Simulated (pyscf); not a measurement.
This saddle point was located with ωB97X-D3(BJ)/def2-SVP in PySCF.

```xyz
9

O     -0.0016     1.8928     0.6054
Si    -0.5797     0.3999     0.1309
H      0.0414     1.9951     1.5631
H     -1.2313     0.1967     1.8219
H     -0.5684     0.6374    -1.3490
H      0.2023    -0.8488     0.3182
O     -2.4302     0.0235     0.0924
H     -2.2005     0.1104     1.1809
H     -3.0023     0.7038    -0.2960
```

Surface: singlet, charge 0. Lowest wavenumbers (cm⁻¹): 1183i, 139, 398, 470, 554.

**Question.** What reaction is this the transition state of?

**Answer.** `[OH][SiH3]` + `[OH2]` <-> `[OH][SiH2][OH]` + `[H][H]`, a four-centre exchange read from left to right: H–Si, H–O broken and O–Si, H–H formed. At ωB97M-D3(BJ)/def2-TZVP it lies +30.5 kcal/mol from the left side and +53.7 kcal/mol from the right (each side as separated species at their lowest minima found). The same reactants have a lower exit, to H₂O + HO–SiH₃ (barrier +24.7 kcal/mol at ωB97M-D3(BJ)/def2-TZVP, against +30.5 kcal/mol here). One saddle was located; it need not be the lowest between these sides.
